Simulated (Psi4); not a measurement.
**Two attempts at C2H2FO− (SMILES [O-]/C=C/F)**

Wanted: a single-point energy of C2H2FO−, MP2/CBS (density fitting, density fitting for correlation, extrapolation mp2/cc-pv[tq]z).

The calculation is run with Psi4 1.11.

1 further run of the same task is left out (set aside as unsound or not needed).

## Step 1: Starting point

The species is C2H2FO− (6 atoms), meant as a singlet with charge -1. SMILES: `[O-]/C=C/F`. Geometry: relaxed at GFN2-xTB.

Bond lengths: O1–C2 1.263 Å, C2–C3 1.348 Å, C3–F4 1.411 Å, C2–H5 1.124 Å, C3–H6 1.078 Å. Angles: O1–C2–C3 127.9°, C2–C3–F4 120.6°, O1–C2–H5 118.4°, C3–C2–H5 113.7°, C2–C3–H6 128.2°, F4–C3–H6 111.2°.

## Step 2: The input as first written

The input, job.in:

```
memory 1600 MB

molecule system {
  -1 1
  O      1.614570     0.814110    -0.198980
  C      0.521680     0.220740    -0.417310
  C     -0.410830    -0.155180     0.481180
  F     -1.585120    -0.815860     0.062440
  H      0.258480    -0.042890    -1.477920
  H     -0.398770    -0.020930     1.550600
  symmetry c1
}

set {
  freeze_core true
  maxiter     5
}

E, wfn = energy("mp2/cc-pv[tq]z", return_wfn=True)
```

Command:

```sh
$ psi4 -i job.in -o job.out -n 1
```

job.out:

```text
Psi4 1.11 release

  //>>>>>>>>>>>>>>>>>>>>>>>>>>>>>>>>>>>//
  //          CBS Computations         //
  //<<<<<<<<<<<<<<<<<<<<<<<<<<<<<<<<<<<//
```

Wall time 5.4 s (1 thread of INTEL XEON PLATINUM 8581C at 2.30GHz (Emerald Rapids), shared host); peak memory 0.64 GiB.

## Step 3: What went wrong

No converged result was reached.

The log says `psi4.driver.p4util.exceptions.SCFConvergenceError: Could not converge SCF`. The fault: the iteration cap is too low for convergence. To mend it: iteration cap at its default in place of 5.

## Step 4: Try two

The input, c2h2fo.dat:

```
memory 1600 mb

molecule molecule1 {
  -1 1
  O      1.614570     0.814110    -0.198980
  C      0.521680     0.220740    -0.417310
  C     -0.410830    -0.155180     0.481180
  F     -1.585120    -0.815860     0.062440
  H      0.258480    -0.042890    -1.477920
  H     -0.398770    -0.020930     1.550600
  units angstrom
  symmetry c1
}

set freeze_core true

energy("mp2/cc-pv[tq]z")
print_variables()
```

Command:

```sh
$ psi4 -n 1 c2h2fo.dat c2h2fo.out
```

c2h2fo.out:

```text
[...]
  Running in c1 symmetry.
[...]
  Nuclear repulsion =  104.530042424649736
[...]
  Multiplicity = 1
[...]
  Nalpha       = 16
  Nbeta        = 16
[...]
    Number of basis functions: 280
[...]
   @DF-RHF iter   1:  -251.11355946976892   -9.25091e-01   2.04984e-03 ADIIS/DIIS
[...]
   @DF-RHF iter  12:  -251.24207142747196   -8.54072e-11   9.93646e-09 DIIS
[...]
    Orbital Energies [Eh]
    ---------------------
    Doubly Occupied:
       1A    -26.071368     2A    -20.251798     3A    -11.068449
       4A    -11.044941     5A     -1.372967     6A     -1.085117
       7A     -0.766628     8A     -0.570398     9A     -0.478093
      10A     -0.457029    11A     -0.448701    12A     -0.352175
      13A     -0.347823    14A     -0.287734    15A     -0.167720
      16A     -0.078850
[...]
  @DF-RHF Final Energy:  -251.24207142747196
   => Energetics <=
    Nuclear Repulsion Energy =            104.5300424246497357
    One-Electron Energy =                -561.8446480745252529
    Two-Electron Energy =                 206.0725342224035330
    Total Energy =                       -251.2420714274719558
[...]
 Multipole Moments:
 ------------------------------------------------------------------------------------
     Multipole            Electronic (a.u.)      Nuclear  (a.u.)        Total (a.u.)
 ------------------------------------------------------------------------------------
 L = 1.  Multiply by 2.5417464519 to convert [e a0] to [Debye]
 Dipole X            :         -2.5404721            1.4191659           -1.1213062
 Dipole Y            :         -1.3162699            0.7406795           -0.5755904
 Dipole Z            :          0.0308147            0.0260299            0.0568446
 Magnitude           :                                                    1.2616906
[...]
```

It took 8.4 s on 1 thread of INTEL XEON PLATINUM 8581C at 2.30GHz (Emerald Rapids), shared host; peak memory 0.64 GiB.

## Step 5: What came out

Level: MP2/CBS (density fitting, density fitting for correlation, extrapolation mp2/cc-pv[tq]z).

| quantity | value |
| --- | --- |
| total energy | -252.19884 Eh |
| correlation energy | -933.4 mEh |
